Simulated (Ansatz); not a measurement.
# As: from a trial structure to a relaxed crystal

Computed with DFT r2SCAN, scalar-relativistic, plane waves, PAW (Ansatz). Cutoff 500 eV, Γ-centred k mesh, Gaussian smearing, no spin polarisation in the final step.

As was placed on the bcc structure type (Im-3m, No. 229), at a guessed volume.

```yaml
crystal:
  lattice:
    - [-1.75825, 1.75825, 1.75825]
    - [1.75825, -1.75825, 1.75825]
    - [1.75825, 1.75825, -1.75825]
  atoms:
    - { symbol: As, position: [0.00000, 0.00000, 0.00000] }
```

Cell and atoms relax at zero pressure; the relaxation can't lower the symmetry of the start. After a coarse first stage the cell is made exact in the group found at 0.06 Å.

Energies count from the standard state of As at the same level.

(1) What does it relax into?

(2) What are its volume, energy, density and gap?

Results:

(1) It keeps Im-3m (No. 229). The result has the bcc structure. Conventional cell: a = 3.349 Å. As has 8 As at 2.90 Å and 6 As at 3.35 Å.

Space group Im-3m (No. 229). a = 3.349 Å, b = 3.349 Å, c = 3.349 Å, α = 90.00°, β = 90.00°, γ = 90.00°
| atom | site | symmetry | x | y | z |
| --- | --- | --- | --- | --- | --- |
| As | 2a | m-3m | 0.0000 | 0.0000 | 0.0000 |

(2) The volume per atom is 18.78 Å³ and the density is 6.62 g/cm³. The energy over the standard structure is 0.62 eV/atom. The gap on the 18×18×18 mesh is 0 eV (a metal).

The final run used a 18×18×18 mesh on its 1-atom cell and 0.10 eV smearing. The k mesh leaves about 4 meV/atom of noise in metals. A structure relaxed within its symmetry needn't be a true minimum. The steps took about 29 core-seconds in all.